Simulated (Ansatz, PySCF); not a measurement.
ClH, SMILES Cl.

Coordinates come from a PBE0-D3(BJ)/def2-TZVPD optimisation.

Two levels are set side by side: PBE/def2-TZVPD (Ansatz, a quantum-chemistry and plane-wave program) and EOM-CCSD/aug-cc-pVDZ (PySCF). PBE by ΔSCF, the other level by its IP root; same geometry, the bases differ. Differences are taken from unrounded values.

| quantity | PBE |
|---|---|
| vertical ionisation energy (eV) | 12.72 |

Task: These are the PBE values. What does EOM-CCSD give? (The exact figures need the calculation; the answer reports its results.)

Result: 
| quantity | EOM-CCSD | PBE minus EOM-CCSD |
|---|---|---|
| vertical ionisation energy (eV) | 12.53 | 0.19 |

Here PBE gives about what the other level gives.
